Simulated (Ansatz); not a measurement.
A made-up structure of CH$_{4}$Al, doublet:

```tsv
atom	x (Å)	y (Å)	z (Å)
C1	-0.1013	-1.0137	0.0268
Al2	0.0900	0.9006	-0.0241
H3	-0.2829	-1.6330	-0.8505
H4	-0.4610	0.7738	1.3869
H5	-0.0150	1.6598	-1.4132
H6	0.3501	1.6954	1.3241
```

It is relaxed with PBE-D4/def2-SVP and then PBE0-D4/def2-TZVP (Ansatz 0.2.0). Atoms count as bonded within 1.22 times the sum of their covalent radii (H–H: 0.88 Å). The end point is not checked to be a true minimum.

(1) Does its bonding change? (Judge from chemistry; the calculation decides.)

Answers

(1) Computed: Yes. Formed: H4–H6; broken: Al2–H4, Al2–H6.

Where it ends: The first stage lowers the energy by 1.55 eV in 13 steps. It ends as a complex of CH₂Al ([CH][AlH]) + H₂:
C1  (-0.312, -0.931, -0.390)
Al2  (0.428, 0.728, -0.611)
H3  (-0.148, -1.997, -0.274)
H4  (-0.462, 1.021, 1.386)
H5  (-0.091, 2.120, -1.150)
H6  (0.165, 1.442, 1.489)
(Å)

Labels in which every atom is bracketed show which atoms are joined, not bond orders.

For scale, one of the runs: PBE0-D4/def2-TZVP relaxation, 92 basis functions, launched by `ansatz run in.yaml --threads 2 --pin off --events-out ev --progress --plain --max-ram 4352MiB`. The run took about 19 s on 2 CPU threads of an Arm Neoverse V2 (shared host).
